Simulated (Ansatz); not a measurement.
Rock-salt MgO, treated with G0W0@HSE06 (hard PAW, contour deformation; Ansatz, a quantum-chemistry and plane-wave program).

The same calculation (at the measured cell, 9.307 Å³/atom) with different numerical settings; throughout: k mesh 2×2×2:

```
run  response cutoff (eV)  empty bands  quasiparticle gap on the mesh (eV)  quasiparticle gap at Γ (eV)  rough time
---  --------------------  -----------  ----------------------------------  ---------------------------  ----------
1                     100           78                               7.319                        7.319   10 core-s
2                     150          143                               7.512                        7.512   20 core-s
3                     200          220                               7.640                        7.640   10 core-s
4                     250          307                               7.713                        7.713   20 core-s
5                     300          403                               7.755                        7.755   30 core-s
6                     400          621                               7.799                        7.799   60 core-s
7                     500          868                               7.820                        7.820  2 core-min
```

In the column quasiparticle gap on the mesh (eV) the first row differs from the last by -0.501 and the next to last by -0.021.

The last row is no converged limit: other settings stay fixed.

Note: GW on a hybrid start was not checked against another program.
